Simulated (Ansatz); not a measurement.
Consider the formal hydrolysis of a C–O bond: `COC(N)(O)F` + H₂O → `NC(O)(O)F` + CH₃OH.

Calculated with Ansatz (gas phase, PBE0-D4/def2-TZVP geometries, no zero-point term in ΔE). CCSD(T)/CBS adds triple-zeta CCSD(T) − MP2 to the extrapolated MP2 energy (def2 sets, frozen cores). This one scheme is used for every species. Functionals use def2-TZVPP. B3LYP here is the variant with VWN-RPA as its local correlation; programs differ in this. One conformer a species, not always the lowest.

Question: Is it downhill or uphill in electronic energy at CCSD(T)/CBS, and by how much? (Best estimate.)

Answer: The calculation gave: Uphill: ΔE = +0.14 eV.

Question: What do these levels give: ωB97X-V, ωB97M-V, B2PLYP, r2SCAN, B3LYP, MP2/def2-TZVPP? (An estimate is asked.)

Answer: The calculation gave: ωB97X-V 0.09, ωB97M-V 0.10, B2PLYP 0.08, r2SCAN 0.08, B3LYP 0.03, MP2/def2-TZVPP 0.14 eV.

Largest T1 diagnostic among the species: 0.011.

In def2-TZVPP, CCSD(T) changes the Hartree–Fock value by +0.11 eV (the triples alone add +0.02 eV) and MP2 by +0.13 eV. The D4 term adds +0.06 eV with B3LYP and +0.04 eV with PBE0; it sums over pairs of atoms, weighted by their polarisabilities, and B3LYP, whose exchange is more repulsive, gets the larger term.
